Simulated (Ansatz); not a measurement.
# FeO: computed properties

Theory: DFT PBE, scalar-relativistic, plane waves, PAW (Ansatz 0.2.0).

Settings: cutoff 420 eV, Γ-centred mesh 18×18×18 on the computed 2-atom cell, Gaussian smearing of 0.10 eV; collinear spin from starting moments 3.79 0.35 μB.

The structure is relaxed at this level of theory with its symmetry kept.

```cif
data_structure
_symmetry_space_group_name_H-M 'Fm-3m'
_symmetry_Int_Tables_number 225
_cell_length_a 4.3087
_cell_length_b 4.3087
_cell_length_c 4.3087
_cell_angle_alpha 90.000
_cell_angle_beta 90.000
_cell_angle_gamma 90.000
_cell_volume 79.99
loop_
_atom_site_label
_atom_site_type_symbol
_atom_site_symmetry_multiplicity
_atom_site_Wyckoff_symbol
_atom_site_fract_x
_atom_site_fract_y
_atom_site_fract_z
_atom_site_occupancy
Fe1 Fe 4 a 0.00000 0.00000 0.00000 1
O1 O 4 b 0.00000 0.00000 0.50000 1
```

* Space group: Fm-3m (No. 225)
* Volume per atom: 10.00 Å³
* Formation energy from the elements' standard states (uncorrected): -0.832 eV/atom
* Kohn–Sham band gap: none (metal)
* Density of states at the Fermi level: 1.21 states/eV per cell
* Löwdin character within 0.5 eV of the Fermi level: Fe 3d 92 %
* Bulk modulus: 185 GPa
* Its pressure derivative: 4.5
* Bader charges (e): Fe (1 in the cell) 1.34, O (1 in the cell) -1.34
* Total moment: 4.00 μB per cell
* Site moments (μB; atoms counted from 1 over the whole cell): Fe (atom 1) 3.45, O (atom 2) 0.32

Only this magnetic start was tried.

Cost: 6 runs of about 11 core-minutes in all, on Intel Xeon Platinum 8175M (Skylake/Cascade Lake) (shared hosts).